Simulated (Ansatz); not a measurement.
**Scan of [Cl···H···O], triplet**

Starting geometry:

```yaml
atoms:
  - { symbol: Cl, position_ang: [0.0000, 0.0000, -1.3886] }
  - { symbol: H, position_ang: [0.0000, 0.0000, -0.1098] }
  - { symbol: O, position_ang: [0.0000, 0.0000, 1.4984] }
```

From there atom H2 is moved from one fragment to the other while all else, the fragments' distance too, stays fixed, so the hump isn't the reaction's barrier; atoms are numbered as listed. Energies are in eV, counted from the starting geometry at the same level.

Basis cc-pVTZ; Ansatz 0.2.0. Only valence electrons are correlated (noble-gas cores frozen). R marks a restricted (for open shells ROHF) determinant, U an unrestricted one.

Coupled cluster chose its determinant by a search with trial CCSD, here up to 0.45 eV above the lowest Hartree–Fock solution of its kind. A value is left out where its run failed or describes another state than the reference as far as symmetry and spin tell, or, spin-broken singlets apart, can't be checked. The reference follows the lowest state, whose symmetry changes from Σ⁻ or Δ to Π between 1.367 and 1.544, from Π to Σ⁻ or Δ between 1.720 and 1.897.

Full CI isn't at hand for all of this; UCCSDT(Q) serves as the reference, and is uncertain by the last step of the cluster series or more. The frozen core follows each run's orbitals, which can shift R against U totals by a few meV.

```tsv
distance Cl1-H2 (Å)	UCCSDT(Q)	error RHF	error UHF	error RCCSD	error UCCSD	error UCCSD(T)	error RCCSDT
1.279	0.000	0.000	0.000	0.000	0.000	0.000	0.000
1.367	0.115	0.057	0.051	0.014	0.014	0.003	0.001
1.544	0.643	–	–	0.096	0.080	0.019	0.009
1.720	0.540	1.045	0.667	0.090	0.076	0.018	0.007
1.897	0.102	0.477	0.374	0.017	0.014	0.011	0.002
```

Errors are those of relative energies. In total energy the starting point itself misses UCCSDT(Q) by: RHF 11.043, UHF 10.864, RCCSD 0.352, UCCSD 0.347, UCCSD(T) 0.034, RCCSDT 0.014 eV.

Spread of the error over the points with a reference, to 1.897 Å (largest less smallest): RCCSDT 0.009, UCCSD(T) 0.019, UCCSD 0.080, RCCSD 0.096, UHF 0.667 (4 of 5 points), RHF 1.045 (4 of 5 points) eV.
